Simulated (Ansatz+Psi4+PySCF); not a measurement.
Two shapes of doublet C₂H₂(+).

Shape 1:

```xyz
4

C     0.0015    0.0082    0.6136
C     0.0030   -0.0068   -0.6148
H    -0.0077    0.0020   -1.6679
H    -0.0090    0.0036    1.6765
```

Shape 2:

```xyz
4

C     0.0259    0.0118    0.5987
C    -0.0212    0.0182   -0.5972
H     0.0104    0.0083   -1.7009
H    -0.0268   -0.0084    1.6846
```

Basis set: cc-pVTZ (spherical functions). Frozen core: 2 orbitals. Charge 1, multiplicity 2.

Computed with Ansatz (development build ahead of 0.2.0) and PySCF 2.14.0; each method stands on the lowest determinant of its kind that the runs found.

Which shape is lower in energy, and by how much in each method?

```csv
method,E(2) − E(1) (eV)
ROHF,0.077
UHF,0.075
UHF-CCSD,0.123
UHF-CCSD(T),0.133
```

Shape 1 is lower.
